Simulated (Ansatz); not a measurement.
Relaxation of AlH2(vinyl) (C₂H₅Al) with RKS PBE0-D4/def2-TZVP.

```sh
$ ansatz run in.yaml --threads 4 --pin off --events-out ev --progress --plain --max-ram 3916MiB
```

```yaml
crystal:
  periodic: [false, false, false]
  atoms:
    - {symbol: Al, position_ang: [0.757880, 1.243210, -0.412700]}
    - {symbol: H, position_ang: [2.305620, 1.330790, -0.372710]}
    - {symbol: H, position_ang: [0.067510, 2.631930, -0.426090]}
    - {symbol: C, position_ang: [-0.236320, -0.470400, -0.432500]}
    - {symbol: C, position_ang: [-0.683170, -1.072300, 0.678100]}
    - {symbol: H, position_ang: [-0.464670, -1.005660, -1.362180]}
    - {symbol: H, position_ang: [-0.522550, -0.646370, 1.659470]}
    - {symbol: H, position_ang: [-1.224290, -2.011190, 0.668610]}
basis:
  gaussian: {orbitals: def2-TZVP}
hamiltonian: {xc: pbe0, dispersion: d4}
scf: {lower_state_search: "off"}
output: {orbitals: {seedname: orbitals}}
relax: {f_tol: 0.02, max_steps: 100}
```

Run time 15 s (4 threads of Arm Neoverse V1 on a shared host).

Positions (Å) and forces (eV/Å) at steps 1, 2, 3, 4, 5, 6, 7, 8, 9, 10, 11, 13, 15, 16, 17 of 17:

```xyz
8
step=1 energy=-8746.1170 eV
Al    0.758    1.243   -0.413   -0.373   -0.650   -0.038
H     2.306    1.331   -0.373    0.563   -0.182    0.009
H     0.068    2.632   -0.426   -0.436    0.395   -0.003
C    -0.236   -0.470   -0.432   -0.024    0.005    0.130
C    -0.683   -1.072    0.678    0.232    0.337   -0.363
H    -0.465   -1.006   -1.362    0.105    0.170    0.063
H    -0.523   -0.646    1.659   -0.004    0.043    0.249
H    -1.224   -2.011    0.669   -0.063   -0.117   -0.047
8
step=2 energy=-8746.1649 eV
Al    0.759    1.246   -0.411   -0.138   -0.222   -0.003
H     2.343    1.233   -0.377    0.051    0.036   -0.011
H    -0.033    2.617   -0.418    0.010    0.068    0.005
C    -0.228   -0.447   -0.429    0.022   -0.015    0.046
C    -0.672   -1.051    0.676    0.062    0.134   -0.123
H    -0.437   -0.972   -1.365    0.024    0.047    0.018
H    -0.523   -0.629    1.667   -0.013   -0.005    0.074
H    -1.209   -1.996    0.656   -0.016   -0.043   -0.004
8
step=3 energy=-8746.1672 eV
Al    0.754    1.238   -0.410   -0.016   -0.033   -0.003
H     2.342    1.241   -0.389   -0.001    0.006   -0.011
H    -0.025    2.622   -0.413    0.006   -0.001    0.007
C    -0.224   -0.451   -0.426   -0.043    0.014    0.014
C    -0.678   -1.049    0.677    0.079    0.012   -0.022
H    -0.431   -0.972   -1.364    0.029    0.001    0.003
H    -0.532   -0.630    1.671   -0.026   -0.004    0.013
H    -1.207   -1.999    0.655   -0.028    0.005   -0.001
8
step=4 energy=-8746.1673 eV
Al    0.751    1.234   -0.410    0.056    0.082   -0.004
H     2.341    1.245   -0.408   -0.027   -0.012   -0.012
H    -0.020    2.625   -0.401   -0.001   -0.034    0.011
C    -0.223   -0.451   -0.424    0.026   -0.034    0.005
C    -0.672   -1.053    0.678   -0.110    0.038    0.026
H    -0.416   -0.976   -1.361   -0.003   -0.007   -0.007
H    -0.547   -0.627    1.673    0.013   -0.026   -0.026
H    -1.214   -1.997    0.652    0.045   -0.007    0.008
8
step=5 energy=-8746.1813 eV
Al    0.765    1.235   -0.412   -0.012    0.017    0.016
H     2.345    1.249   -0.608   -0.058    0.017   -0.030
H    -0.023    2.603   -0.212    0.055   -0.038    0.029
C    -0.193   -0.462   -0.414   -0.061   -0.037   -0.041
C    -0.732   -1.019    0.674    0.164   -0.157   -0.079
H    -0.277   -1.043   -1.342    0.019    0.045    0.174
H    -0.686   -0.560    1.662   -0.070    0.055   -0.081
H    -1.201   -2.003    0.651   -0.037    0.098    0.014
8
step=6 energy=-8746.1971 eV
Al    0.775    1.233   -0.412    0.044    0.104    0.014
H     2.335    1.271   -0.803   -0.273    0.024    0.023
H    -0.005    2.584   -0.027    0.161   -0.195   -0.008
C    -0.164   -0.478   -0.406   -0.041   -0.233   -0.173
C    -0.766   -1.002    0.671    0.130   -0.024   -0.062
H    -0.146   -1.113   -1.316   -0.015    0.256    0.534
H    -0.829   -0.490    1.642   -0.002   -0.082   -0.388
H    -1.201   -2.004    0.651   -0.006    0.151    0.059
8
step=7 energy=-8746.2419 eV
Al    0.779    1.213   -0.412    0.051    0.085    0.029
H     2.288    1.313   -0.933   -0.160    0.033   -0.001
H     0.013    2.496    0.152    0.114   -0.093    0.002
C    -0.126   -0.506   -0.416    0.007   -0.128   -0.187
C    -0.784   -0.971    0.650    0.061   -0.017   -0.006
H    -0.050   -1.182   -1.282   -0.018    0.128    0.302
H    -0.902   -0.394    1.572   -0.029   -0.050   -0.195
H    -1.218   -1.970    0.669   -0.026    0.042    0.056
8
step=8 energy=-8746.2829 eV
Al    0.793    1.198   -0.407    0.066    0.083   -0.020
H     2.221    1.387   -1.095   -0.124    0.003    0.014
H     0.074    2.417    0.325    0.064   -0.062    0.022
C    -0.081   -0.533   -0.410   -0.045   -0.102   -0.005
C    -0.813   -0.947    0.631    0.057   -0.002   -0.068
H     0.058   -1.256   -1.219    0.018    0.061    0.114
H    -1.008   -0.319    1.501   -0.013    0.001   -0.098
H    -1.244   -1.946    0.674   -0.023    0.018    0.040
8
step=9 energy=-8746.3058 eV
Al    0.790    1.193   -0.419    0.072    0.085    0.126
H     2.151    1.435   -1.220   -0.150    0.030    0.016
H     0.137    2.339    0.493    0.093   -0.134   -0.118
C    -0.049   -0.556   -0.405    0.218   -0.002   -0.347
C    -0.833   -0.921    0.607   -0.252   -0.072    0.322
H     0.154   -1.323   -1.161   -0.002    0.125    0.113
H    -1.097   -0.241    1.421    0.035   -0.077   -0.157
H    -1.252   -1.925    0.684   -0.014    0.046    0.045
8
step=10 energy=-8746.3005 eV rejected
Al    0.851    1.158   -0.351   -0.043    0.314   -0.452
H     2.058    1.521   -1.370   -0.224   -0.116    0.330
H     0.194    2.289    0.574    0.162   -0.174    0.006
C    -0.001   -0.583   -0.376    0.096   -0.080    0.067
C    -0.863   -0.913    0.592   -0.058    0.029    0.094
H     0.237   -1.362   -1.108    0.003    0.095    0.140
H    -1.177   -0.203    1.365    0.124   -0.129   -0.162
H    -1.300   -1.908    0.674   -0.060    0.062   -0.024
8
step=11 energy=-8746.3206 eV
Al    0.803    1.182   -0.408    0.048    0.047    0.050
H     2.098    1.482   -1.288   -0.090    0.011    0.014
H     0.176    2.295    0.549    0.049   -0.068   -0.052
C    -0.019   -0.573   -0.391    0.092   -0.012   -0.142
C    -0.848   -0.914    0.598   -0.109   -0.038    0.130
H     0.206   -1.348   -1.128    0.001    0.057    0.064
H    -1.131   -0.215    1.385    0.015   -0.022   -0.074
H    -1.285   -1.909    0.682   -0.006    0.024    0.010
8
step=13 energy=-8746.3191 eV rejected
Al    0.817    1.163   -0.397   -0.019    0.155    0.075
H     2.000    1.540   -1.383    0.013   -0.023   -0.039
H     0.254    2.230    0.634   -0.004    0.022    0.027
C     0.012   -0.591   -0.365   -0.049   -0.260    0.153
C    -0.872   -0.921    0.589    0.200    0.374   -0.306
H     0.313   -1.357   -1.079   -0.118   -0.139    0.013
H    -1.179   -0.168    1.311   -0.092   -0.071    0.118
H    -1.345   -1.895    0.690    0.070   -0.059   -0.040
8
step=15 energy=-8746.3324 eV
Al    0.821    1.168   -0.396    0.020    0.001    0.030
H     1.967    1.566   -1.419   -0.004    0.000   -0.021
H     0.278    2.211    0.670   -0.011    0.016    0.006
C     0.040   -0.604   -0.353   -0.039   -0.022    0.066
C    -0.875   -0.899    0.577    0.047    0.029   -0.093
H     0.317   -1.402   -1.041   -0.006   -0.025   -0.020
H    -1.206   -0.160    1.303   -0.016    0.007    0.023
H    -1.343   -1.879    0.660    0.008   -0.006    0.010
8
step=16 energy=-8746.3271 eV rejected
Al    0.856    1.153   -0.363   -0.137    0.097   -0.176
H     1.907    1.590   -1.475    0.032   -0.035    0.079
H     0.302    2.197    0.697    0.052   -0.012    0.049
C     0.064   -0.614   -0.334   -0.029   -0.051    0.113
C    -0.888   -0.893    0.565    0.134    0.021   -0.060
H     0.349   -1.416   -1.013    0.003   -0.025   -0.007
H    -1.228   -0.147    1.280   -0.019   -0.006    0.025
H    -1.364   -1.869    0.642   -0.036    0.012   -0.023
8
step=17 energy=-8746.3329 eV
Al    0.827    1.167   -0.390    0.001    0.001    0.000
H     1.952    1.570   -1.435   -0.002    0.000   -0.002
H     0.289    2.211    0.680    0.000    0.000    0.001
C     0.049   -0.607   -0.346    0.000    0.005   -0.005
C    -0.878   -0.898    0.573   -0.005    0.001   -0.005
H     0.325   -1.407   -1.033    0.006   -0.004    0.006
H    -1.216   -0.159    1.297    0.004   -0.002    0.006
H    -1.347   -1.877    0.654   -0.004    0.000   -0.001
```
